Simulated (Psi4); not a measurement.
Psi4 input (wB97X-D/6-31G*):

```
memory 1500 MB

molecule {
-1 1
C     0.13152232    0.38672480    0.01599482
C     1.26715633   -0.26934746   -0.00652910
F    -1.14692546   -0.29258346   -0.01565564
H    -0.14655768    1.44553984    0.05762139
H     2.07681501    0.48344726    0.02648506
symmetry c1
no_reorient
no_com
}

set {
  basis 6-31G*
  reference rks
  scf_type pk
  dft_radial_points 99
  dft_spherical_points 590
  e_convergence 1e-8
  d_convergence 1e-7
  maxiter 150
}

e = energy('wb97x-d')
print_out(f'\nFINAL {e:.10f} DIPOLE {variable("CURRENT DIPOLE")[0]:.6f} {variable("CURRENT DIPOLE")[1]:.6f} {variable("CURRENT DIPOLE")[2]:.6f}\n')
```

Output:

```
   => Loading Basis Set <=

    Name: 6-31G*
    Role: ORBITAL
    Keyword: BASIS
    atoms 1-2 entry C          line   111 file 6-31gs.gbs
    atoms 3   entry F          line   162 file 6-31gs.gbs
    atoms 4-5 entry H          line    44 file 6-31gs.gbs

   => WB97X-D: Empirical Dispersion <=

    Chai and Head-Gordon Dispersion Correction
    Chai, J.-D.; Head-Gordon, M. (2010), J. Chem. Phys., 132: 6615-6620

        s6 =       1.000000

         ---------------------------------------------------------
                                   SCF
               by Justin Turney, Rob Parrish, Andy Simmonett
                          and Daniel G. A. Smith
                              RKS Reference
         ---------------------------------------------------------

  ==> Geometry <==

    Molecular point group: c1
    Full point group: C1

    Geometry (in Angstrom), charge = -1, multiplicity = 1:

       Center              X                  Y                   Z               Mass
    ------------   -----------------  -----------------  -----------------  -----------------
         C            0.131522320000     0.386724800000     0.015994820000    12.000000000000
         C            1.267156330000    -0.269347460000    -0.006529100000    12.000000000000
         F           -1.146925460000    -0.292583460000    -0.015655640000    18.998403162730
         H           -0.146557680000     1.445539840000     0.057621390000     1.007825032230
         H            2.076815010000     0.483447260000     0.026485060000     1.007825032230

  Running in c1 symmetry.

  Rotational constants: A =      2.66602  B =      0.34293  C =      0.30385 [cm^-1]
  Rotational constants: A =  79925.23998  B =  10280.74491  C =   9109.05197 [MHz]
  Nuclear repulsion =   58.948179157137631

  Charge       = -1
  Multiplicity = 1
  Electrons    = 24
  Nalpha       = 12
  Nbeta        = 12

  ==> Algorithm <==

  SCF Algorithm Type is PK.
  DIIS enabled.
  MOM disabled.
  Fractional occupation disabled.
  Guess Type is SAD.
  Energy threshold   = 1.00e-08
  Density threshold  = 1.00e-07
  Integral threshold = 1.00e-12

  ==> Primary Basis <==

  Basis Set: 6-31G*
    Blend: 6-31G*
    Number of shells: 22
    Number of basis functions: 49
    Number of Cartesian functions: 49
    Spherical Harmonics?: false
    Max angular momentum: 2

  ==> DFT Potential <==

   => LibXC <=

    Version 7.1.2
    S. Lehtola, C. Steigemann, M. J. T. Oliveira, and M. A. L. Marques,  SoftwareX 7, 1–5 (2018) (10.1016/j.softx.2017.11.002)

   => Composite Functional: WB97X-D <=

    wB97X-D Hyb-GGA Exchange-Correlation Functional

    J.-D. Chai and M. Head-Gordon,  Phys. Chem. Chem. Phys. 10, 6615–6620 (2008) (10.1039/B810189B)

    Deriv               =              1
    GGA                 =           TRUE
    Meta                =          FALSE

    Exchange Hybrid     =           TRUE
    MP2 Hybrid          =          FALSE

   => Exchange-Correlation Functionals <=

    1.0000   wB97X-D range-separated functional

   => Exact (HF) Exchange <=

    0.7780            HF,LR [omega = 0.2000]
    0.2220               HF

   => LibXC Density Thresholds  <==

    XC_HYB_GGA_XC_WB97X_D:  1.00E-14

   => Molecular Quadrature <=

    Radial Scheme          =       TREUTLER
    Pruning Scheme         =           NONE
    Nuclear Scheme         =       TREUTLER

    Blocking Scheme        =         OCTREE
    BS radius alpha        =              1
    Pruning alpha          =              1
    Radial Points          =             99
    Spherical Points       =            590
    Total Points           =         277794
    Total Blocks           =           2083
    Max Points             =            256
    Max Functions          =             49
    Weights Tolerance      =       1.00E-15

  ==> Integral Setup <==

  Using in-core PK algorithm.
   Calculation information:
      Number of atoms:                   5
      Number of AO shells:              22
      Number of primitives:             53
      Number of atomic orbitals:        49
      Number of basis functions:        49

      Integral cutoff                 1.00e-12
      Number of threads:                 1

  Performing in-core PK
  Using 2252775 doubles for integral storage.
  We computed 31690 shell quartets total.
  Whereas there are 32131 unique shell quartets.

  Computing range-separated integrals for PK
  We computed 31690 wK shell quartets total.
  Whereas there are 32131 wK unique shell quartets.

  ==> DiskJK: Disk-Based J/K Matrices <==

    J tasked:                  Yes
    K tasked:                  Yes
    wK tasked:                 Yes
    Omega:               2.000E-01
    Schwarz Cutoff:          1E-12


  Cached 100.0% of DFT collocation blocks in 0.357 [GiB].

  Minimum eigenvalue in the overlap matrix is 5.2050559216E-03.
  Reciprocal condition number of the overlap matrix is 8.7391912112E-04.
    Using symmetric orthogonalization.

  ==> Pre-Iterations <==

  SCF Guess: Superposition of Atomic Densities via on-the-fly atomic UHF (no occupation information).

   -------------------------
    Irrep   Nso     Nmo
   -------------------------
     A         49      49
   -------------------------
    Total      49      49
   -------------------------

  ==> Iterations <==

                        Total Energy        Delta E     RMS |[F,P]|

   @RKS iter SAD:  -176.30019569838748   -1.76300e+02   0.00000e+00
   @RKS iter   1:  -176.90266728726820   -6.02472e-01   1.20306e-02 ADIIS/DIIS
   @RKS iter   2:  -176.98093764431988   -7.82704e-02   9.42396e-03 ADIIS/DIIS
   @RKS iter   3:  -177.08545702691796   -1.04519e-01   1.53332e-03 ADIIS/DIIS
   @RKS iter   4:  -177.08824997366185   -2.79295e-03   4.29053e-04 ADIIS/DIIS
   @RKS iter   5:  -177.08851894614216   -2.68972e-04   8.37861e-05 DIIS
   @RKS iter   6:  -177.08853871026940   -1.97641e-05   4.87073e-05 DIIS
   @RKS iter   7:  -177.08854249287927   -3.78261e-06   1.54807e-05 DIIS
   @RKS iter   8:  -177.08854329399921   -8.01120e-07   2.36751e-06 DIIS
   @RKS iter   9:  -177.08854331933136   -2.53322e-08   3.67789e-07 DIIS
   @RKS iter  10:  -177.08854331987524   -5.43878e-10   6.62282e-08 DIIS
  Energy and wave function converged.

  ==> Post-Iterations <==

   Electrons on quadrature grid:
      Ntotal   =   24.0000001025 ; deviation = 1.025e-07

    Orbital Energies [Eh]
    ---------------------

    Doubly Occupied:

       1A    -24.542109     2A    -10.091572     3A     -9.981618
       4A     -1.009707     5A     -0.571528     6A     -0.399691
       7A     -0.316787     8A     -0.251729     9A     -0.233997
      10A     -0.185548    11A     -0.063482    12A     -0.016647

    Virtual:

      13A      0.385722    14A      0.424672    15A      0.450132
      16A      0.519223    17A      0.701220    18A      0.837340
      19A      0.882037    20A      0.908047    21A      0.970900
      22A      0.994362    23A      1.066325    24A      1.162890
      25A      1.199832    26A      1.275477    27A      1.420848
      28A      1.463693    29A      1.557354    30A      1.715562
      31A      1.798009    32A      1.850552    33A      1.962914
      34A      2.111636    35A      2.128143    36A      2.192451
      37A      2.205592    38A      2.245149    39A      2.334328
      40A      2.534868    41A      2.625471    42A      2.629155
      43A      2.857696    44A      3.002144    45A      3.184434
      46A      3.355809    47A      4.379029    48A      4.474209
      49A      4.691831

    Final Occupation by Irrep:
              A
    DOCC [    12 ]
    NA   [    12 ]
    NB   [    12 ]

  @RKS Final Energy:  -177.08854331987524

   => Energetics <=

    Nuclear Repulsion Energy =             58.9481791571376306
    One-Electron Energy =                -366.2378494988983562
    Two-Electron Energy =                 145.6470954616575852
    DFT Exchange-Correlation Energy =     -15.4454571855400022
    Empirical Dispersion Energy =          -0.0005112542321299
    VV10 Nonlocal Energy =                  0.0000000000000000
    Total Energy =                       -177.0885433198752423

Computation Completed

Properties will be evaluated at   0.000000,   0.000000,   0.000000 [a0]

Properties computed using the SCF density matrix

 Multipole Moments:

 ------------------------------------------------------------------------------------
     Multipole            Electronic (a.u.)      Nuclear  (a.u.)        Total (a.u.)
 ------------------------------------------------------------------------------------

 L = 1.  Multiply by 2.5417464519 to convert [e a0] to [Debye]
 Dipole X            :         -1.0120088            0.0000002           -1.0120086
 Dipole Y            :          0.8767347           -0.0000000            0.8767347
 Dipole Z            :          0.0318153            0.0000000            0.0318153
 Magnitude           :                                                    1.3393422

 ------------------------------------------------------------------------------------

FINAL -177.0885433199 DIPOLE -1.012009 0.876735 0.031815

*** Psi4 exiting successfully. Buy a developer a beer!
```

The dipole moment of an ion depends on the origin.

The geometry given is a B3LYP-D3(BJ)/def2-TZVP minimum.
